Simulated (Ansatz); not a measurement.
# CH₄NO+ (SMILES N[CH+]O): functionals against CCSD(T) at one geometry

An exercise on one series of results from a longer session: the logs are not shown, and one member is left open.

Computed with Ansatz 0.2.0, Gaussian basis. Level: single points in def2-TZVPP.

Cores are frozen in the correlated methods.

## The starting structure

SMILES `N[CH+]O`, 7 atoms, charge 1, spin multiplicity 1.

Atoms are counted from 1 here; the program's logs count them from 0.

Bond lengths: N1–C2 1.302 Å, N1–H4 1.048 Å, N1–H5 1.081 Å, C2–O3 1.250 Å, C2–H6 1.105 Å, O3–H7 0.992 Å. Angles: C2–N1–H4 111.5°, C2–N1–H5 114.7°, H4–N1–H5 122.1°, N1–C2–O3 126.6°, N1–C2–H6 117.7°, O3–C2–H6 114.6°, C2–O3–H7 109.8°.

Coordinates:

```xyz
7
charge 1, multiplicity 1
N    -0.80762    0.02414   -0.29276
C     0.34120    0.31717    0.24643
O     1.29136   -0.46915    0.44999
H    -0.71259   -0.72849   -1.01583
H    -1.47203    0.86606   -0.42497
H     0.43659    1.29575    0.75096
H     1.12458   -1.32744   -0.01877
```

Set-up of the first run:

run/in.yaml reads:

```yaml
crystal:
  periodic: [false, false, false]
  atoms:
    - {symbol: N, position_ang: [-0.807616, 0.024144, -0.292760]}
    - {symbol: C, position_ang: [0.341204, 0.317166, 0.246425]}
    - {symbol: O, position_ang: [1.291363, -0.469149, 0.449993]}
    - {symbol: H, position_ang: [-0.712595, -0.728493, -1.015834]}
    - {symbol: H, position_ang: [-1.472033, 0.866059, -0.424969]}
    - {symbol: H, position_ang: [0.436590, 1.295753, 0.750955]}
    - {symbol: H, position_ang: [1.124578, -1.327442, -0.018767]}
basis:
  gaussian: {orbitals: def2-TZVPP}
total_charge: 1
hamiltonian: {xc: pbe, dispersion: d4}
output: {forces: true}
```

Run with:

```bash
ansatz run in.yaml --threads 2 --pin off --events-out ev --progress --plain --max-ram 3481MiB
```

Among the steps run: PBE-D4/def2-TZVPP; r2SCAN-D4/def2-TZVPP; PBE0-D4/def2-TZVPP; wB97M-V/def2-TZVPP; CCSD(T)/def2-TZVPP.

One of the session's tables, all rows but one given; the rest of the session is left out.

```
   method  RMS force component (eV/Å)  angle to CCSD(T) forces (°)
   PBE-D4                       1.225                          8.2
r2SCAN-D4                       1.266                          3.8
  PBE0-D4                       1.247                          8.5
  wB97M-V                           ?                            ?
  CCSD(T)                       1.350                    reference
```

**Question.** Estimate the row for wB97M-V.

**Answer.** RMS force component (eV/Å): 1.293; angle to CCSD(T) forces (°): 5.4. In the column «RMS force component (eV/Å)» it lies between r2SCAN-D4 (1.266) and CCSD(T) (1.350).
